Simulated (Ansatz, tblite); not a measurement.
# The cluster AlSi₂+: a ladder of methods and basis sets

Aim: run the singlet of the cluster AlSi₂+ at one geometry on many levels, and compare frontier levels, spin and run time.

Program: Ansatz 0.2.0, Gaussian basis. Level of theory: as each input shows. These are calculated values, not measurements.

The runs, in order: GFN1-xTB, GFN2-xTB, PBE-D4/def2-TZVP, r2SCAN-D4/def2-TZVP, BHLYP-D4/def2-TZVP, r2SCAN0-D4/def2-TZVP, ωB97M-V/def2-TZVP, LC-ωPBE/def2-TZVP, r2SCANh-D4/def2-TZVP, PBE-D4/def2-SVP, PBE0-D4/def2-SVP, HF/STO-3G, CCSD(T)/def2-TZVPP, MP2/def2-TZVP, RPA/def2-TZVP.

**1. The structure**

The singlet was relaxed beforehand with PBE0-D4/def2-TZVP. At that level it is the lowest of the isomers that a small search found.

3 atoms, charge 1, spin multiplicity 1.

Bond lengths: Al1–Si2 2.363 Å, Al1–Si3 2.363 Å, Si2–Si3 2.251 Å. Angles: Si2–Al1–Si3 56.9°, Al1–Si2–Si3 61.5°, Al1–Si3–Si2 61.6°.

The ion is computed in the gas phase, without counter-ions or solvent.

PBE0-D4/def2-TZVP was run before; its log isn't repeated, and its numbers join the tables.

**2. GFN1-xTB**

Tight binding, by tblite at 300 K electronic temperature and without a spin-polarisation term:

```python
tblite.interface.Calculator('GFN1-xTB', numbers, positions, charge=1, uhf=0).singlepoint()
```

Energy -118.2219 eV, HOMO -13.85 eV, LUMO -13.35 eV; 0.002 s.

**3. GFN2-xTB**

Tight binding, by tblite at 300 K electronic temperature and without a spin-polarisation term:

```python
tblite.interface.Calculator('GFN2-xTB', numbers, positions, charge=1, uhf=0).singlepoint()
```

Energy -107.7661 eV, HOMO -13.25 eV, LUMO -13.07 eV; 0.007 s.

**4. PBE-D4/def2-TZVP**

start.molden holds the orbitals of an earlier run on this state, given as this run's starting guess.

in.yaml reads:

```yaml
crystal:
  periodic: [false, false, false]
  atoms:
    - {symbol: Al, position_ang: [-0.635580, 1.223837, -0.130395]}
    - {symbol: Si, position_ang: [0.497862, -0.636920, -1.045769]}
    - {symbol: Si, position_ang: [0.137718, -0.586917, 1.176164]}
basis:
  gaussian: {orbitals: def2-TZVP, initial_orbitals: start.molden}
total_charge: 1
hamiltonian: {xc: pbe, dispersion: d4}
scf: {omitted_lower_state_checks: [starts]}
output: {forces: true, orbitals: {seedname: orbitals}}
```

The run is started by

```bash
$ ansatz run in.yaml --threads 4 --pin off --events-out ev --progress --plain --max-ram 3916MiB
```

The runs that follow: r2SCAN-D4/def2-TZVP; BHLYP-D4/def2-TZVP; r2SCAN0-D4/def2-TZVP; ωB97M-V/def2-TZVP; LC-ωPBE/def2-TZVP; r2SCANh-D4/def2-TZVP; PBE-D4/def2-SVP; PBE0-D4/def2-SVP; HF/STO-3G; CCSD(T)/def2-TZVPP; MP2/def2-TZVP; RPA/def2-TZVP.

Before running them: what should the planned runs give, taken together? Wanted: gap in def2-TZVP, named functionals, smallest and largest; correlation energy, CCSD(T)/def2-TZVPP; correlation energy, MP2/def2-TZVP; PBE0 total energy, smallest basis above largest.

**Answer**, as computed:

| quantity | value |
| --- | --- |
| gap in def2-TZVP, named functionals, smallest and largest | 0.61 eV (PBE-D4), 6.17 eV (LC-ωPBE) |
| correlation energy, CCSD(T)/def2-TZVPP | -8.44 eV |
| correlation energy, MP2/def2-TZVP | -6.99 eV |
| PBE0 total energy, smallest basis above largest | 7.81 eV (def2-SVP, def2-TZVP) |

What this shows: Orbital gaps of the named functionals in def2-TZVP span 0.61 eV (PBE-D4) to 6.17 eV (LC-ωPBE); exact exchange widens it. Notes on CCSD(T)/def2-TZVPP: large T1 diagnostic.
